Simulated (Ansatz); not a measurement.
Here is an Ansatz input file for C4H5NO, SMILES N=CCC=C=O. Write the same calculation for the Python package.

```yaml
crystal:
  periodic: [false, false, false]
  atoms:
    - { symbol: "N", position_ang: [-1.8808, 1.0004, 0.3976] }
    - { symbol: C, position_ang: [-1.3899, -0.0251, -0.2154] }
    - { symbol: C, position_ang: [-0.13, -0.7276, 0.2166] }
    - { symbol: C, position_ang: [1.0084, -0.1516, -0.5588] }
    - { symbol: C, position_ang: [1.9574, 0.5668, -0.0385] }
    - { symbol: O, position_ang: [2.8145, 1.2109, 0.4405] }
    - { symbol: H, position_ang: [-1.3108, 1.262, 1.2109] }
    - { symbol: H, position_ang: [-1.8925, -0.3989, -1.1237] }
    - { symbol: H, position_ang: [-0.2347, -1.7953, 0.0016] }
    - { symbol: H, position_ang: [0.0112, -0.6012, 1.2952] }
    - { symbol: H, position_ang: [1.0472, -0.3405, -1.6261] }
basis:
  gaussian: { orbitals: "6-31G*" }
hamiltonian:
  xc: cam_b3lyp
output:
  forces: true
```

On the command line:
```console
$ ansatz run input.yaml --threads 1 --pin off --max-ram 4096MiB --backend cpu --events-out ev --progress --plain --runs-dir out
Engine: ansatz 0.2.0, aarch64-unknown-linux-gnu
Functional definition: CAM-B3LYP
  parameter alpha = 0.19
  parameter beta = 0.46
  parameter omega = 0.33/bohr
  parameter ac = 0.81
  exchange = (1 - alpha - beta)*b88_x + beta*b88_x_sr(omega) + alpha*exact_x + beta*exact_x_lr(omega)
  correlation = (1 - ac)*vwn5_c + ac*lyp_c
1002 factors; integrals over basis functions are off by at most 6.0e-4 eV
305 factors; integrals over basis functions are off by at most 7.3e-6 eV
mean field evaluation 1: about -7754.4994 eV, gradient 5.4e1 eV
mean field evaluation 2: about -7752.2418 eV, gradient 6.7e1 eV
mean field evaluation 4: about -7760.3090 eV, gradient 3.8e0 eV
mean field evaluation 8: about -7760.6112 eV, gradient 5.4e-1 eV
mean field evaluation 16: about -7760.6118 eV, gradient 5.6e-4 eV
mean field -7760.61184119 eV, -285.1972248321 hartree, gradient 1.9e-5 eV, S^2 0.000000; 0 other end points of the search recorded, 0 dependent functions left out
the calculation of the forces begins
reference -7760.61193300 eV, -285.1972282060 hartree; 22, 22 occupied and 78, 78 virtual orbitals, 1002 factors
Total energy: -7760.61193300 eV, -285.1972282060 hartree
Atom 0 at    -1.880800     1.000400     0.397600 Å, force     0.123514    -1.231915    -1.248566 eV/Å
Atom 1 at    -1.389900    -0.025100    -0.215400 Å, force    -0.719938     1.569735     1.376147 eV/Å
Atom 2 at    -0.130000    -0.727600     0.216600 Å, force    -0.458081    -0.221517    -0.032616 eV/Å
Atom 3 at     1.008400    -0.151600    -0.558800 Å, force     0.075687    -0.536785    -0.652066 eV/Å
Atom 4 at     1.957400     0.566800    -0.038500 Å, force     1.020105     0.764621     0.555612 eV/Å
Atom 5 at     2.814500     1.210900     0.440500 Å, force    -0.445237    -0.325113    -0.253767 eV/Å
Atom 6 at    -1.310800     1.262000     1.210900 Å, force     0.036306    -0.206195    -0.073452 eV/Å
Atom 7 at    -1.892500    -0.398900    -1.123700 Å, force     0.081133     0.243024     0.314477 eV/Å
Atom 8 at    -0.234700    -1.795300     0.001600 Å, force     0.174864    -0.124787     0.109390 eV/Å
Atom 9 at     0.011200    -0.601200     1.295200 Å, force    -0.001458    -0.046543    -0.060914 eV/Å
Atom 10 at     1.047200    -0.340500    -1.626100 Å, force     0.113105     0.115477    -0.034247 eV/Å
Dipole moment:     0.131238    -0.487015    -0.097550 e Å
```

The cells in order, each with its output:

In [1]:
```python
import warnings

import ansatz
import numpy as np
```

In [2]:
```python
warnings.simplefilter('ignore', ansatz.DeckWarning)
```

In [3]:
```python
geometry_ang = [
    ('N', [-1.8808, 1.0004, 0.3976]),
    ('C', [-1.3899, -0.0251, -0.2154]),
    ('C', [-0.13, -0.7276, 0.2166]),
    ('C', [1.0084, -0.1516, -0.5588]),
    ('C', [1.9574, 0.5668, -0.0385]),
    ('O', [2.8145, 1.2109, 0.4405]),
    ('H', [-1.3108, 1.262, 1.2109]),
    ('H', [-1.8925, -0.3989, -1.1237]),
    ('H', [-0.2347, -1.7953, 0.0016]),
    ('H', [0.0112, -0.6012, 1.2952]),
    ('H', [1.0472, -0.3405, -1.6261]),
]
c4h5no = ansatz.Crystal.molecule()
for symbol, xyz in geometry_ang:
    c4h5no = c4h5no.atom(symbol, xyz)
```

In [4]:
```python
calculation = c4h5no.calculation()
calculation = calculation.basis(gaussian='6-31G*')
calculation = calculation.functional('cam_b3lyp')
calculation = calculation.forces()
outcome = calculation.run(threads=1, backend='cpu')
summary = outcome.report

summary['n_occupied'], summary['n_virtual']
```
Out [4]:
```text
([22, 22], [78, 78])
```

In [5]:
```python
print('reference energy %16.6f eV' % summary['reference_energy_ev'])
print('total energy     %16.6f eV' % summary['free_energy_ev'])
print('occupied orbitals outside the frozen core (up, down):', summary['n_occupied'], ' frozen:', summary['n_frozen'], ' virtual:', summary['n_virtual'])
```
```text
reference energy     -7760.611933 eV
total energy         -7760.611933 eV
occupied orbitals outside the frozen core (up, down): [22, 22]  frozen: 0  virtual: [78, 78]
```

In [6]:
```python
state = summary['mean_field']['state']
print(f'mean field: {state["energy"]["hartree"]:.7f} Ha, <S^2> = {abs(state["spin_squared"]):.4f}, stability: {state.get("stability", {}).get("kind")}')
```
```text
mean field: -285.1972282 Ha, <S^2> = 0.0000, stability: minimum
```

In [7]:
```python
symbols = [site.symbol for site in c4h5no.cartesian_sites]
forces = np.array(summary['forces_ev_ang'])
print('largest force', round(float(np.linalg.norm(forces, axis=1).max()), 4), 'eV/A, rms', round(float(np.sqrt((forces ** 2).mean())), 4))
```
```text
largest force 2.2082 eV/A, rms 0.5917
```

In [8]:
```python
charges = summary['charge_distribution']
dipole = np.array(charges['dipole_moment_e_ang']) * 4.803205
print('dipole (D): {:.3f} {:.3f} {:.3f}, length {:.3f}'.format(*dipole, np.linalg.norm(dipole)))
print('atom  Mulliken   Lowdin')
for symbol, m, l in zip(symbols, charges['mulliken_charges_e'], charges['lowdin_charges_e']):
    print(f'{symbol:4s} {m:9.3f} {l:8.3f}')
```
```text
dipole (D): 0.630 -2.339 -0.469, length 2.468
atom  Mulliken   Lowdin
N       -0.505   -0.215
C        0.085   -0.134
C       -0.348   -0.207
C       -0.253   -0.287
C        0.421    0.006
O       -0.371    0.061
H        0.285    0.205
H        0.153    0.125
H        0.168    0.134
H        0.168    0.138
H        0.196    0.175
```

Caveats:
- Total energies depend on the basis set; only differences at equal settings carry meaning.
- The geometry is a force-field or estimated start, not a minimum of this method, and the basis set is short of its limit.
- The Löwdin charges here are taken after orthogonalising the functions within each atom; they differ from plain Löwdin charges, and their signs can be unphysical.
- Hardware and time: 6.4 s on 1 thread of Arm Neoverse V1 (shared host), peak memory 0.28 GiB.

(Lines on the test bed's own set-up are left out of the output.)
